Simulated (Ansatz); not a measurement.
Born–Oppenheimer molecular dynamics of Cl2H2Mg (5 atoms, charge 0, multiplicity 1). It starts from a rough guess of a transition structure, not a stationary point.

These are results of UKS revPBE/def2-SVP (Ansatz 0.2.0), not measurements.

* ensemble: NVE (velocity Verlet)
* time step: 0.5 fs
* steps asked: 150
* starting velocities drawn for: 600 K
* seed: 19969

Frames 5 fs apart, positions in Å, forces in eV/Å.

Velocities at 10 fs (Å/ps):

```
Mg 1.15 11.44 2.54
H 23.41 -45.08 21.66
Cl -0.08 -5.61 -1.77
H -0.39 -34.78 7.12
Cl -1.36 0.04 -0.79
```

```xyz
5
Properties=species:S:1:pos:R:3:forces:R:3 time_fs=10 energy_less_start_eV=-0.235 T=1207
Mg -0.086 -0.773 -0.342 -0.78 1.64 -0.38
H 0.754 0.278 1.063 -0.06 0.54 0.88
Cl 0.148 -2.767 -1.352 -0.01 0.34 0.27
H 0.221 0.958 1.104 0.47 -0.93 -0.73
Cl -1.051 1.861 -0.285 0.39 -1.59 -0.05
5
Properties=species:S:1:pos:R:3:forces:R:3 time_fs=15 energy_less_start_eV=-0.513 T=1920
Mg -0.085 -0.709 -0.332 -0.87 0.85 -0.96
H 0.838 0.130 1.256 0.27 -0.26 0.40
Cl 0.148 -2.793 -1.359 -0.06 1.05 0.64
H 0.291 0.677 1.072 0.02 0.31 -0.03
Cl -1.056 1.856 -0.289 0.63 -1.95 -0.04
5
Properties=species:S:1:pos:R:3:forces:R:3 time_fs=20 energy_less_start_eV=-0.475 T=1826
Mg -0.091 -0.636 -0.331 -0.99 -0.05 -1.59
H 0.931 -0.016 1.535 -0.62 0.25 -0.76
Cl 0.147 -2.812 -1.363 -0.10 1.53 0.84
H 0.423 0.413 1.046 0.91 0.33 1.53
Cl -1.056 1.837 -0.294 0.80 -2.06 -0.02
5
Properties=species:S:1:pos:R:3:forces:R:3 time_fs=25 energy_less_start_eV=-0.713 T=2437
Mg -0.108 -0.564 -0.346 -0.87 -0.06 -1.28
H 0.978 -0.187 1.744 0.45 -0.84 0.50
Cl 0.145 -2.821 -1.360 -0.13 1.81 0.92
H 0.669 0.282 1.254 -0.27 1.04 -0.14
Cl -1.052 1.804 -0.298 0.82 -1.94 0.00
5
Properties=species:S:1:pos:R:3:forces:R:3 time_fs=30 energy_less_start_eV=-0.947 T=3039
Mg -0.133 -0.492 -0.373 -0.54 -0.43 -0.93
H 1.060 -0.417 1.945 -0.13 0.58 -0.49
Cl 0.143 -2.817 -1.352 -0.16 1.97 0.93
H 0.922 0.266 1.560 0.12 -0.58 0.47
Cl -1.042 1.759 -0.302 0.70 -1.55 0.02
5
Properties=species:S:1:pos:R:3:forces:R:3 time_fs=35 energy_less_start_eV=-1.039 T=3278
Mg -0.163 -0.425 -0.410 -0.18 -1.24 -0.86
H 1.111 -0.595 2.053 0.16 1.10 -0.16
Cl 0.139 -2.800 -1.337 -0.18 2.06 0.91
H 1.208 0.201 1.959 -0.20 -1.15 0.08
Cl -1.027 1.703 -0.306 0.39 -0.76 0.04
5
Properties=species:S:1:pos:R:3:forces:R:3 time_fs=40 energy_less_start_eV=-1.044 T=3293
Mg -0.195 -0.370 -0.455 0.33 -2.54 -0.91
H 1.196 -0.656 2.159 -0.38 -1.12 -0.27
Cl 0.135 -2.769 -1.316 -0.20 2.08 0.84
H 1.452 0.009 2.343 0.36 1.09 0.22
Cl -1.010 1.642 -0.310 -0.11 0.49 0.12
5
Properties=species:S:1:pos:R:3:forces:R:3 time_fs=45 energy_less_start_eV=-0.985 T=3140
Mg -0.223 -0.341 -0.509 0.90 -3.91 -0.99
H 1.286 -0.726 2.266 0.66 0.82 0.75
Cl 0.128 -2.724 -1.289 -0.21 2.01 0.74
H 1.687 -0.184 2.714 -0.67 -0.84 -0.77
Cl -0.994 1.584 -0.314 -0.68 1.93 0.28
5
Properties=species:S:1:pos:R:3:forces:R:3 time_fs=50 energy_less_start_eV=-1.097 T=3427
Mg -0.243 -0.350 -0.574 1.12 -4.37 -1.00
H 1.431 -0.719 2.431 0.21 0.09 0.29
Cl 0.121 -2.666 -1.257 -0.18 1.70 0.56
H 1.864 -0.458 3.021 -0.21 -0.10 -0.30
Cl -0.981 1.540 -0.315 -0.94 2.68 0.44
5
Properties=species:S:1:pos:R:3:forces:R:3 time_fs=55 energy_less_start_eV=-1.362 T=4111
Mg -0.252 -0.401 -0.647 0.75 -2.95 -0.67
H 1.609 -0.724 2.650 -0.52 -0.01 -0.81
Cl 0.112 -2.596 -1.222 -0.05 0.81 0.25
H 2.008 -0.723 3.273 0.52 0.01 0.81
Cl -0.976 1.513 -0.313 -0.71 2.14 0.42
5
Properties=species:S:1:pos:R:3:forces:R:3 time_fs=60 energy_less_start_eV=-1.437 T=4304
Mg -0.255 -0.480 -0.728 -0.08 0.38 0.09
H 1.784 -0.717 2.863 0.67 -0.51 1.23
Cl 0.103 -2.522 -1.185 0.32 -1.30 -0.29
H 2.154 -1.002 3.533 -0.68 0.51 -1.23
Cl -0.974 1.500 -0.309 -0.24 0.92 0.20
5
Properties=species:S:1:pos:R:3:forces:R:3 time_fs=65 energy_less_start_eV=-1.039 T=3276
Mg -0.258 -0.553 -0.807 -1.08 4.87 0.95
H 2.015 -0.744 3.174 -0.09 0.20 -0.19
Cl 0.096 -2.457 -1.149 0.98 -4.83 -0.91
H 2.245 -1.245 3.693 0.08 -0.20 0.19
Cl -0.975 1.493 -0.303 0.10 -0.05 -0.04
```

Of the whole run (75 fs, mean temperature of the second half 3333 K): The conserved energy stayed within 0.29 meV per atom of its start (net change 0.022 meV per atom), so the integration is sound. The kinetic energy rose, since the run started high on the potential surface and went downhill. It ends in pieces (Cl2Mg + H2), so much of that is their flight and rotation, not heat. A run of 0.075 ps of so small a system gives no equilibrium averages. The orbitals were unrestricted but ended closed-shell.

Time of the run: 6.4 min on 1 thread of Arm Neoverse V2 (shared host), peak memory 0.12 GiB.
